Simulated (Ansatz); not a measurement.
C2H3ClF2 (`CC(F)(F)Cl`), relaxed with RKS PBE0-D4/def2-TZVP in Ansatz 0.2.0 from a PBE-D4/def2-SVP geometry. The force threshold is 0.005 eV/Å; the program also tests the step.

Total charge 0; spin multiplicity 1.

Start:

```xyz
8

C    -0.755    0.255    0.204
C     0.596   -0.249   -0.243
F     0.596   -1.599   -0.363
F     0.930    0.263   -1.452
Cl    1.897    0.205    0.933
H    -1.017   -0.182    1.184
H    -1.509   -0.050   -0.548
H    -0.740    1.356    0.284
```

Q: By how much does the energy fall, and how many steps does the optimiser take? (Estimate.)

A: Ansatz gave: 0.03 eV, in 4 steps.

Q: Which bonds change most? (Estimate.)

A: The calculation gave: C2–Cl5 from 1.811 to 1.781 Å; C1–H8 from 1.105 to 1.089 Å; C1–H6 from 1.105 to 1.089 Å; C1–H7 from 1.107 to 1.091 Å.

Q: Give the relaxed structure. (Estimate.)

A: The calculation gave: 
```xyz
8

C    -0.752    0.254    0.203
C     0.592   -0.244   -0.235
F     0.593   -1.581   -0.360
F     0.923    0.259   -1.436
Cl    1.876    0.200    0.917
H    -1.006   -0.178    1.170
H    -1.490   -0.049   -0.541
H    -0.734    1.339    0.282
```
